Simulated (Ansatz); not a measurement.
**C₂H₅Si+ (SMILES C=[Si+]C): functionals against CCSD(T) at one geometry**

The task here is to estimate one member of a computed series from the others.

Computed with Ansatz 0.2.0, Gaussian basis. Level: single points in def2-TZVPP.

Cores are frozen in the correlated methods.

### Where the work starts

SMILES `C=[Si+]C`, 8 atoms, charge 1, spin multiplicity 1.

Atoms are counted from 1 here; the program's logs count them from 0.

Bond lengths: C1–Si2 1.627 Å, C1–H4 1.103 Å, C1–H5 1.193 Å, Si2–C3 1.879 Å, C3–H6 1.133 Å, C3–H7 1.138 Å, C3–H8 1.052 Å. Angles: Si2–C1–H4 125.5°, Si2–C1–H5 127.3°, H4–C1–H5 107.0°, C1–Si2–C3 177.6°, Si2–C3–H6 108.7°, Si2–C3–H7 108.9°, Si2–C3–H8 107.3°, H6–C3–H7 101.0°, H6–C3–H8 110.2°, H7–C3–H8 120.3°.

Geometry (Å):

| atom | x (Å) | y (Å) | z (Å) |
| --- | --- | --- | --- |
| C1 | -1.0703 | 1.0715 | -1.1630 |
| Si2 | -0.2003 | 0.1160 | -0.1746 |
| C3 | 0.8701 | -0.9517 | 0.9414 |
| H4 | -1.8672 | 0.7304 | -1.8444 |
| H5 | -1.0508 | 2.2633 | -1.2180 |
| H6 | 1.2936 | -0.3035 | 1.7682 |
| H7 | 1.8184 | -1.2344 | 0.3803 |
| H8 | 0.2508 | -1.6984 | 1.3473 |

Set-up of the first run:

Contents of run/in.yaml:

```yaml
crystal:
  periodic: [false, false, false]
  atoms:
    - {symbol: C, position_ang: [-1.070300, 1.071500, -1.163000]}
    - {symbol: Si, position_ang: [-0.200300, 0.116000, -0.174600]}
    - {symbol: C, position_ang: [0.870100, -0.951700, 0.941400]}
    - {symbol: H, position_ang: [-1.867200, 0.730400, -1.844400]}
    - {symbol: H, position_ang: [-1.050800, 2.263300, -1.218000]}
    - {symbol: H, position_ang: [1.293600, -0.303500, 1.768200]}
    - {symbol: H, position_ang: [1.818400, -1.234400, 0.380300]}
    - {symbol: H, position_ang: [0.250800, -1.698400, 1.347300]}
basis:
  gaussian: {orbitals: def2-TZVPP}
total_charge: 1
correlation: {method: ccsd_t}
output: {forces: true}
```

No record of the launch command was kept for these runs.

Among the steps run: CCSD(T)/def2-TZVPP; PBE0-D4/def2-TZVPP; wB97M-V/def2-TZVPP; r2SCAN-D4/def2-TZVPP; PBE-D4/def2-TZVPP; BHLYP-D4/def2-TZVPP; BLYP-D4/def2-TZVPP.

One table of the session follows, with a row left open; its other results are not shown here.

| method | RMS force component (eV/Å) | angle to CCSD(T) forces (°) |
| --- | --- | --- |
| CCSD(T) | 1.456 | reference |
| PBE0-D4 | 1.364 | 5.7 |
| wB97M-V | 1.341 | 7.2 |
| r2SCAN-D4 | ? | ? |
| PBE-D4 | 1.356 | 6.0 |
| BHLYP-D4 | 1.395 | 9.7 |
| BLYP-D4 | 1.353 | 3.5 |

Q: Estimate the row for r2SCAN-D4 from the others.

The run gave: RMS force component (eV/Å): 1.366; angle to CCSD(T) forces (°): 5.0. In the column «RMS force component (eV/Å)» it lies between PBE0-D4 (1.364) and BHLYP-D4 (1.395).
